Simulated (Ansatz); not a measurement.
**How far each method lies from UCCSDT(Q) for H2B–O, quartet**

Geometry: that of the H2B–O, doublet, kept fixed. The doublet lies 7.0 eV lower here.

```csv
atom,x (Å),y (Å),z (Å)
B,0.0000,0.0000,0.6689
O,0.0000,0.0000,-0.6123
H,0.0000,1.0503,1.2721
H,0.0000,-1.0503,1.2721
```

Basis cc-pVTZ; Ansatz 0.2.0. Only valence electrons are correlated (noble-gas cores frozen), which leaves 11 electrons in 86 orbitals. R marks a restricted (for open shells ROHF) determinant, U an unrestricted one. Active spaces: valence = (11e, 10o) chosen from the atoms' valence shells.

Full CI isn't at hand for all of this; UCCSDT(Q) serves as the reference, and is uncertain by the last step of the cluster series or more. The frozen core follows each run's orbitals, which can shift R against U totals by a few meV.

- UHF ⟨S²⟩: 3.785
- T1 diagnostic (RCCSD): 0.0391
- largest doubles amplitude (RCCSD): 0.048
- T1 diagnostic (UCCSD): 0.0275

```csv
level,E − E(RHF) (eV)
UHF,-0.4294
RMP2,-8.0731
UMP2,-8.0041
RCCSD*,-8.8382
UCCSD,-8.8522
RCCSD(T)*,-9.1331
UCCSD(T),-9.1342
```

(1) Estimate how far UCCSDT(Q) in cc-pVTZ lies from RCCSD(T). The table doesn't fix it; the size of (T) and the diagnostics are the guide.

(1) UCCSDT(Q) in cc-pVTZ lies 1.01 kcal/mol below RCCSD(T), which is 15 % of the (T) step (-6.80 kcal/mol). T1 is raised, but (T) still catches most of what CCSD lacks. The miss exceeds 1 kcal/mol.

The other levels:

```
                   level  E − E(UCCSDT(Q)) (kcal/mol)  share of correlation (%)     wall time
                BCCD(T)*                         0.94                     99.55  4.3 s (H100)
                 RCCSDT*                         0.39                     99.82             –
                  UCCSDT                         0.31                     99.85             –
              RCCSDT(Q)*                         0.06                     99.97   29 s (H100)
  CASSCF (valence space)                       160.73                     24.05             –
  NEVPT2 (valence space)                        28.36                     86.60  4.3 s (H100)
  MRCISD (valence space)                        12.16                     94.26             –
MRCISD+Q (valence space)                         2.15                     98.99  5.5 s (H100)
```

An asterisk marks runs whose energy the program itself flagged as in doubt.

The correlation energy at UCCSDT(Q), counted from RHF, is -9.177 eV. That run took 16 s on 2 threads of AMD EPYC 7R13 with a shared H100 80 GB, shared host.

Times hold each run's SCF and search for its determinant on a shared host, so for small cases they say little of a method's own cost.

Natural occupations of CASSCF (valence space) about the gap: 1.983 1.969 1.969 1.009 1.003 0.997 0.029 0.023 0.020; effectively unpaired electrons, Σ n²(2−n)², 3.02.
